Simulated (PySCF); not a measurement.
Identify the unknown among the candidates.

All candidates are C3H4O3.

| technique | computed result |
| --- | --- |
| Rotational structure | rotational constants A, B, C: 8.944, 2.708, 2.105 GHz [GFN2-xTB] |
| Dipole | 4.23 D [PBE0/def2-SVPD] |
| Polarisability | 46.4 au [PBE0/def2-SVPD] |
| NMR, other nuclei | isotropic shieldings of nuclei other than C and H, by class: -172 (1 O), -157 (1 O), 22 (1 O) ppm [GIAO PBE0/pcSseg-1] |
| UV, strongest line | among the 8 lowest singlet transitions: S5 at 7.72 eV (161 nm, f = 0.176) [TDDFT PBE0/def2-SVPD] |
| 13C NMR | chemical shifts (computed TMS as zero) by class: 169.9 (1 C), 158.6 (1 C), 24.2 (1 C) ppm [GIAO PBE0/pcSseg-1] |
| Couplings | largest of the computed one-bond spin–spin couplings (means over like bonds): 13C–1H +238.3, 13C–1H +136.6 (×3), 13C–13C +65.8, 17O–13C +41.7, 17O–13C +41.3, 17O–13C +29.8, 17O–13C +29.3 Hz [B3LYP/pcJ-1, spin–dipole term left out] |
| UV, first state | lowest singlet excitation: 4.81 eV (258 nm, f = 0.002) [TDDFT PBE0/def2-SVPD] |

Gas-phase values; electronic properties from PySCF, density fitting. Levels stand in brackets. Geometry: GFN2-xTB, one conformer, isolated molecule. Each NMR value is the plain mean over a class of atoms that symmetry, rotation or inversion makes alike.

Problem. Which candidate is it?
A. `O=C(O)[C@@H]1CO1`
B. `O=C1OCCO1`
C. `CC(=O)OC=O`

Solution. C. It is `CC(=O)OC=O`. Numbering: `[CH3:1][C:2](=[O:3])[O:4][CH:5]=[O:6]`. Its formula, C3H4O3, gives 2 degrees of unsaturation: 0 rings and 2 π bonds in the structure found. 3 carbons fall into 3 classes; from least to most shielded: anhydride carbonyl carbon [C2] (169.9 ppm), anhydride carbonyl carbon [C5] (158.6 ppm), methyl carbon next to a carbonyl [C1] (24.2 ppm). The other shieldings belong to: -172 ppm, anhydride carbonyl oxygen [O3]; -157 ppm, anhydride carbonyl oxygen [O6]; 22 ppm, anhydride bridging oxygen [O4]. The couplings run between: +238.3 Hz, anhydride carbonyl carbon [C5] and its hydrogen; +136.6 Hz, methyl carbon next to a carbonyl [C1] and its hydrogen (with 2 like pairs); +65.8 Hz, methyl carbon next to a carbonyl [C1] and anhydride carbonyl carbon [C2]; +41.7 Hz, anhydride bridging oxygen [O4] and anhydride carbonyl carbon [C2]; +41.3 Hz, anhydride bridging oxygen [O4] and anhydride carbonyl carbon [C5]; +29.8 Hz, anhydride carbonyl oxygen [O3] and anhydride carbonyl carbon [C2]; +29.3 Hz, anhydride carbonyl oxygen [O6] and anhydride carbonyl carbon [C5]. S1 is mainly HOMO→LUMO (weight 0.96); the largest Löwdin shares of the orbital it empties are 0.36 on an anhydride carbonyl oxygen, 0.34 on an anhydride carbonyl oxygen, 0.07 on the anhydride bridging oxygen and 0.07 on an anhydride carbonyl carbon, of the orbital it fills 0.21 on an anhydride carbonyl carbon, 0.20 on an anhydride carbonyl carbon and 0.19 on each of 2 atoms of one kind (anhydride carbonyl oxygen). The optimised geometry has point group Cs and is an asymmetric top.

The others, at the same levels:
- `O=C(O)[C@@H]1CO1` fails: its computed 13C shifts are 175.8 (1 C), 46.7 (1 C), 46.2 (1 C) ppm, lowest singlet excitation is 5.58 eV (222 nm, f = 0.000) (against 4.81 eV) and rotational constant A is 8.102 GHz (against 8.944 GHz).
- `O=C1OCCO1` fails: it has 2 carbon classes against 3; its computed 13C shifts are 159.4 (1 C), 65.2 (2 C) ppm, rotational constant A is 8.082 GHz (against 8.944 GHz) and smallest rotational constant is 2.721 GHz (against 2.105 GHz).

Each candidate is one conformer, not necessarily the lowest. Dipoles, sizes and rotational constants follow the conformer. The torsions of the flexible species, by atom-mapped SMILES:
- `[CH3:1][C:2](=[O:3])[O:4][CH:5]=[O:6]`: C1–C2–O4–C5 180°, C2–O4–C5–O6 0°
- `[O:1]=[C:2]([OH:3])[C@@H:4]1[CH2:5][O:6]1`: O1–C2–C4–C5 -143°, H–O3–C2–O1 -3°
